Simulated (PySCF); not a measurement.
F3N, SMILES FN(F)F (connectivity only; charge and spin as stated), charge +1, multiplicity 2. Geometry optimised at PBE0-D3(BJ)/def2-TZVP. The multiplicity is an assumed one; other spin states were not compared.

Method: PBE0-D3(BJ)/def2-TZVP (PySCF).

Harmonic wavenumbers (cm⁻¹): 544, 544, 683, 1037, 1308, 1308. Rotational constants (GHz): 11.37, 11.37, 5.839; symmetry number 3.

Task: Work out the zero-point energy and the ideal-gas rigid-rotor harmonic-oscillator thermochemistry at 298.15 K and 1 atm.

Result: ZPE = ½ Σ hcν = ½ × 5424 cm⁻¹ = 7.75 kcal/mol. H − E(el) = 10.48 kcal/mol. Entropy in cal/(mol K): translation 38.70, rotation 21.39, vibration 1.57, spin 1.38, total 63.03. G − E(el) = -8.32 kcal/mol. Cp = 11.74 cal/(mol K).
